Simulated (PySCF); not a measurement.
# Si₂⁻ at UHF-CCSD(T)

Level: UHF-CCSD(T). Si def2-TZVPPD; no relativity (PySCF 2.14).

For Si₂⁻, the state is ²Πu (doublet), unpaired electrons π ↑, the bond length is 2.194 Å and the harmonic wavenumber is 547 cm⁻¹. The force constant is 2.46 mdyn/Å and the rotational constant Be is 0.2503 cm⁻¹. The anharmonicity ωexe is 2.15 cm⁻¹ and the vibration–rotation constant αe is 0.00136 cm⁻¹.

Correlated steps freeze 10 core orbitals. The state is the lowest determinant that a PBE0 search found; another state may lie lower at other levels.
